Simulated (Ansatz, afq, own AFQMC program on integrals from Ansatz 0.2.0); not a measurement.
## Atomization energy of Si2H2, singlet

```yaml
atoms:
  - { symbol: Si, position_ang: [0.0000, 0.0641, 1.0054] }
  - { symbol: Si, position_ang: [0.0000, -0.0046, -1.0948] }
  - { symbol: H, position_ang: [0.0000, -0.3818, 2.4302] }
  - { symbol: H, position_ang: [0.0000, -1.2748, 0.0623] }
```

Connectivity, by distances: SiH–Si, 1 bridging H.

Atoms in their ground-state spins without spin–orbit coupling (mostly on UHF) minus the molecule (RHF), without zero-point energy. The geometry is a stationary point, not shown to be a minimum.

Basis cc-pVDZ. Only valence electrons are correlated. Ansatz 0.2.0 and our own AFQMC program on the same integrals; the CISD trial comes from CCSD amplitudes, and released means the phaseless constraint is let go. Free projection: walkers drawn from exp(T), propagated without any constraint. Its projection time is finite, and what remains of the start isn't in its error. Uncertainties: one standard error, sampling alone. The errors of all members are added in quadrature.

No full CI on the walks' own integrals is used here; CCSDT(Q) serves as the reference and is uncertain by about the last step of the cluster series. Each member takes its own surest rung, up to full CI.

The best estimate is CCSD(T) at the basis-set limit (CBS: def2-TZVPP and def2-QZVPP, with their diffuse functions for anions and beside diffuse sets, CCSD(T) itself extrapolated) plus the step from CCSD(T) to CCSDT(Q) in cc-pVDZ. Rows without CBS are in cc-pVDZ; B2PLYP and the wave-function rows carry a basis error of their own. Core correlation and relativity beyond core potentials are missing, and ± holds the sampling alone.

Cautions: Si₂H₂ (singlet): higher spins were not checked, restricted determinant unstable towards unrestricted (UHF 56 meV lower, ⟨S²⟩ 0.34), its ph-AFQMC/CISD value lies 38 ± 16 meV above CCSDT(Q).

Best estimate: 939.8 kJ/mol.

```json
{"level": "HF", "atomization energy (kJ/mol)": "544.0", "error against the best estimate (kJ/mol)": "-395.8"}
{"level": "MP2", "atomization energy (kJ/mol)": "809.0", "error against the best estimate (kJ/mol)": "-130.8"}
{"level": "CCSD", "atomization energy (kJ/mol)": "794.1", "error against the best estimate (kJ/mol)": "-145.7"}
{"level": "CCSD(T)", "atomization energy (kJ/mol)": "819.2", "error against the best estimate (kJ/mol)": "-120.6"}
{"level": "CCSDT", "atomization energy (kJ/mol)": "820.4", "error against the best estimate (kJ/mol)": "-119.4"}
{"level": "CCSDT(Q)", "atomization energy (kJ/mol)": "822.9", "error against the best estimate (kJ/mol)": "-116.9"}
{"level": "ph-AFQMC/CISD", "atomization energy (kJ/mol)": "819.9 ± 1.5", "error against the best estimate (kJ/mol)": "-119.9 ± 1.5"}
{"level": "released AFQMC", "atomization energy (kJ/mol)": "823.1 ± 1.9", "error against the best estimate (kJ/mol)": "-116.7 ± 1.9"}
{"level": "free AFQMC", "atomization energy (kJ/mol)": "822.5 ± 1.6", "error against the best estimate (kJ/mol)": "-117.3 ± 1.6"}
{"level": "HF/CBS", "atomization energy (kJ/mol)": "576.5", "error against the best estimate (kJ/mol)": "-363.3"}
{"level": "MP2/CBS", "atomization energy (kJ/mol)": "925.4", "error against the best estimate (kJ/mol)": "-14.5"}
{"level": "CCSD(T)/CBS", "atomization energy (kJ/mol)": "936.2", "error against the best estimate (kJ/mol)": "-3.6"}
```

Correlation beyond CCSD(T) adds 3.6 kJ/mol. Going to the basis-set limit adds 117.0 kJ/mol at CCSD(T). The perturbative (T) step is worth +25.1 kJ/mol.

Best estimates are given only where the step beyond CCSD(T) is under 0.3 eV and no member's determinant is very poor (T1 over 0.05, or 0.07 for open shells, ⟨S²⟩ too high by 0.3, two states mixed), so the hardest cases are missing from such tables.

CCSDT and higher add their correlation energy to the determinant of the CCSD(T) run, since their own runs factorise the integrals more tightly (a shift of under 2 meV). Free projections are given only where their last times agree within the noise and don't stop above the reference; a slow remainder of the start can still hide under it. Each member of a difference takes its own highest rung, so a best estimate needn't equal the limit plus the step of one row. A walk keeps the symmetry of its determinant, which the program's search chose and which needn't be the lowest solution, so a lower state of the same spin and another symmetry isn't excluded. Released energies are given only where the last usable release times agree within the noise; a slower fall can still hide under it.
